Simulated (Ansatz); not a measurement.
A geometry relaxed with B3LYP-D3(BJ)/def2-SVP (Ansatz, a first-principles code), charge 0, multiplicity 1:

```xyz
11

C     -1.1179    -0.9460     0.0144
H     -0.0626     2.2881    -0.0124
H     -2.0267    -1.5596     0.0251
C      1.1866     0.5152    -0.0125
N      0.0439    -1.6044     0.0087
H     -2.1906     0.9369     0.0123
C      1.1679    -0.8836    -0.0044
H      2.1361     1.0551    -0.0232
C     -0.0327     1.1954    -0.0065
H      2.1089    -1.4467    -0.0088
C     -1.2130     0.4496     0.0072
```

Problem. Write the SMILES of this molecule.

Solution. `c1ccncc1`
